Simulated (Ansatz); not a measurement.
Reaction (SMILES): [SiH3] (SiH3) → 3 H atom + Si atom
B3LYP-D3(BJ)/def2-TZVP geometries, fixed; electronic energies without zero-point terms.

Basis-set convergence of the atomisation energy at B3LYP with Ansatz (a first-principles code). Cartesian d functions, on some or all atoms, in 6-31G*, 6-31+G*, 6-31G**, 6-311G**, 6-311+G**; all else is spherical. The program fits the integrals of some runs and decomposes those of others, by size. Open shells are unrestricted. No added dispersion term, no relativity. Functions are those of the species that has most. Reference: the value in pcseg-4, 228.85 kcal/mol, itself unsure by roughly 0.16 kcal/mol (its mean distance from aug-pcseg-3, aug-cc-pV(Q+d)Z, cc-pV(5+d)Z). Deviations are taken from unrounded values.

```csv
basis,functions,atomisation energy (kcal/mol),minus reference (kcal/mol)
STO-3G,12,318.74,89.89
3-21G,19,215.62,-13.24
6-31G,19,211.28,-17.57
6-31G*,25,225.70,-3.16
6-31+G*,29,226.09,-2.76
6-31G**,34,227.91,-0.94
6-311G**,45,226.32,-2.53
6-311+G**,49,226.22,-2.64
"6-311++G(2d,2p)",65,227.27,-1.59
"6-311++G(3df,3pd)",101,228.44,-0.41
```

The smallest set listed that lies within 4 kcal/mol of the reference with all its larger relatives (same family, alike in diffuse functions; a set with none counts only in the reference's own line) is 6-31G* (25 functions, -3.16 kcal/mol off).
